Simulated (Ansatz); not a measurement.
Start from `O=CSS` and change one atom or group to get `O=CSC=S`.

Ansatz, PBE0-D4/def2-TZVP geometries, multiplicity 1. Each molecule was computed in one conformer, which needn't be the lowest.

```csv
property,`O=CSS`
HOMO–LUMO gap (PBE/def2-TZVPP) / eV,4.00
size of the dipole moment (ωB97M-V/def2-TZVPP) / D,1.64
HOMO energy (ωB97M-V/def2-TZVPP) / eV,-9.77
zero-point energy (PBE0-D4/def2-TZVP) / kJ/mol,78.0
LUMO energy (PBE0/def2-TZVPP) / eV,-1.25
LUMO energy (B3LYP/def2-TZVPP) / eV,-1.48
```

(1) What does the change do to each property? (Estimate.)

Results:

(1) Ansatz gave: 
```json
{"property": "HOMO–LUMO gap (PBE/def2-TZVPP) / eV", "`O=CSC=S`": "1.94", "shift": "-2.06"}
{"property": "size of the dipole moment (ωB97M-V/def2-TZVPP) / D", "`O=CSC=S`": "2.24", "shift": "0.60"}
{"property": "HOMO energy (ωB97M-V/def2-TZVPP) / eV", "`O=CSC=S`": "-9.05", "shift": "0.72"}
{"property": "zero-point energy (PBE0-D4/def2-TZVP) / kJ/mol", "`O=CSC=S`": "97.3", "shift": "19.3"}
{"property": "LUMO energy (PBE0/def2-TZVPP) / eV", "`O=CSC=S`": "-2.85", "shift": "-1.60"}
{"property": "LUMO energy (B3LYP/def2-TZVPP) / eV", "`O=CSC=S`": "-3.03", "shift": "-1.55"}
```

With PBE0 the HOMO rises by 0.70 eV and the LUMO falls by 1.60 eV, so the gap narrows by about 2.30 eV. PBE moves the HOMO by 0.63 eV and ωB97M-V by 0.72 eV. The zero-point energy changes by 19.3 kJ/mol with +3 modes. Dipoles are sizes alone; their direction can turn.

B3LYP here is the variant with VWN-RPA as its local correlation; programs differ in this.
